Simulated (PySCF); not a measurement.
Isomers of C6H12. Method used: PBE0-D3(BJ)/def2-SVP geometry optimisation, gas phase in PySCF 2.14.0. One conformer each; no zero-point energy, no entropy. No frequencies were run at this level. Point groups hold within 0.08 Å.

**Question.** Order them by energy at this level, lowest first, and give relative energies in kcal/mol.
A. `[CH3:1]/[CH:2]=[C:3](/[CH3:4])[CH2:5][CH3:6]` with C2–C3–C5–C6 -96°
B. `[CH3:1][CH:2]1[CH2:3][CH2:4][CH2:5][CH2:6]1` with C1–C2–C3–C4 164°, C2–C3–C4–C5 -23°, C3–C4–C5–C6 -3°, C4–C5–C6–C2 27°

**Answer.** B (0.0), A (16.6).

As drawn, the higher has a C=C bond outside aromatic rings, which the lower lacks.

| SMILES | E (Eh) | E rel (kcal/mol) | dipole (D) | point group | A, B, C (MHz) |
| --- | --- | --- | --- | --- | --- |
| CC1CCCC1 | -235.42722 | 0.0 | 0.08 | near Cs | 6279, 2940, 2220 |
| C/C=C(/C)CC | -235.40073 | 16.6 | 0.21 | C1 | 3983, 2812, 1860 |

**Question.** How do the relative energies change in single points at PBE0/pcSseg-1 (no added dispersion term) on the same geometries?

**Answer.** 
```csv
SMILES,PBE0-D3(BJ)/def2-SVP (kcal/mol),PBE0/pcSseg-1 (kcal/mol),shift
CC1CCCC1,0.0,0.0,0.0
C/C=C(/C)CC,16.6,14.6,-2.0
```

Each column counts from its own lowest isomer. The order is unchanged; the largest shift is 2.0 kcal/mol.
